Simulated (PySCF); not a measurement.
Molecule (SMILES): C (CH4).
Geometry (B3LYP-D3(BJ)/def2-TZVP, fixed):
```xyz
5

C      0.0000     0.0000     0.0000
H      0.6205     0.6269     0.6390
H     -0.6429    -0.6249     0.6185
H      0.6369    -0.6328    -0.6166
H     -0.6146     0.6308    -0.6409
```
Charge 0, spin multiplicity 1.

Basis-set convergence of the isotropic shielding of C1 at PBE0 with PySCF. GIAO, no density fitting; atoms are numbered in the order shown. All functions are spherical. No added dispersion term, no relativity. Reference: the value in pcseg-3, 192.14 ppm, itself unsure by roughly 0.38 ppm (its distance from pcSseg-2). Deviations are taken from unrounded values. Cost is core time over that of cc-pVTZ, rough, on shared machines of one kind; a dash marks a row that isn't timed (too short, read off another run, short of memory, by another algorithm or on other hardware).

| basis | functions | isotropic shielding of C1 (ppm) | minus reference (ppm) | cost |
|---|---|---|---|---|
| pcseg-0 | 17 | 205.63 | 13.48 | - |
| def2-SV(P) | 22 | 194.97 | 2.83 | - |
| cc-pVDZ | 34 | 202.31 | 10.17 | - |
| def2-SVP | 34 | 199.27 | 7.13 | - |
| pcseg-1 | 34 | 199.82 | 7.68 | - |
| def2-TZVP | 55 | 194.28 | 2.14 | 0.5× |
| cc-pVTZ | 86 | 194.74 | 2.60 | 1× |
| pcseg-2 | 86 | 193.25 | 1.11 | 1× |
| def2-TZVPP | 87 | 194.54 | 2.39 | 1× |
| cc-pVQZ | 175 | 192.89 | 0.75 | 9× |
| def2-QZVPP | 177 | 193.16 | 1.02 | 10× |
| pcseg-3 | 192 | 192.14 | 0.00 | 10× |

The smallest set listed that lies within 5 ppm of the reference with all its larger relatives (same family, alike in diffuse functions; a set with none counts only in the reference's own line) is def2-TZVP (55 functions, 0.5× in cost, 2.14 ppm off). Inside the window by cancellation, since a larger relative falls out: def2-SV(P).
